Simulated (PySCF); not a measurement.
# F₂⁻ from Hartree–Fock to correlated methods

State: doublet, unpaired electrons σ ↑. Set-up: PySCF, no relativity, basis sets F def2-TZVPPD. De refers to F + F⁻ in their high-spin ground configurations, without counterpoise correction. The functionals are run spin-unrestricted.

```csv
Level,Re (Å),ωe (cm⁻¹),De (eV),"CPU s a point (SCF and correlation, without the integrals)"
UHF,1.910,464,n/a,0.45
UHF-MP2,1.905,470,1.08,0.74
UHF-SCS-MP2,1.908,469,0.89,n/a
UHF-CCSD,1.928,440,n/a,n/a
UHF-CCSD(T),1.936,432,1.16,23
PBE,2.066,297,2.12,0.44
PW91,2.058,302,2.14,0.37
BLYP,2.095,281,2.09,0.31
TPSS,2.048,309,1.98,0.61
r²SCAN,2.016,343,1.88,0.57
r²SCANh,1.990,369,n/a,0.86
PBE0,1.978,376,1.62,0.98
MN15,1.980,381,1.50,0.83
ωB97X-V,1.952,420,1.54,3.7
```

Problem. Which functional lies closest to UHF-CCSD(T) in De, which farthest, and by how much do they differ from it?

Solution. Closest is MN15 (+4.4 pm in Re, -11.8 % in ωe, +0.34 eV in De against UHF-CCSD(T) in the same basis), farthest PW91 (+12.2 pm in Re, -30.1 % in ωe, +0.98 eV in De). CCSD(T) converges more slowly with the basis than the functionals do and binds too weakly in this one, so the order can change at the basis-set limit.

Problem. What does the step from GGA to meta-GGA do here, going from PBE to r²SCAN?

Solution. r²SCAN less PBE: -5.0 pm in Re, +15.5 % in ωe, -0.24 eV in De. 

Problem. What does second-order correlation do here, going from UHF to UHF-MP2?

Solution. UHF-MP2 less UHF: -0.5 pm in Re, +1.3 % in ωe. Correlation nearly always deepens the well. The bond shortens, as in weak, metallic or heavy-atom bonds, where dispersion and the correlation of outer-core electrons pull the atoms together.

Correlated steps freeze 2 core orbitals. The state is the lowest determinant that a PBE0 search found; another state may lie lower at other levels.

The whole job (state search and all levels along the bond) took about 5.4 min on 1 thread of AMD EPYC 9R45 96-Core (shared host), peak memory 2.6 GiB.
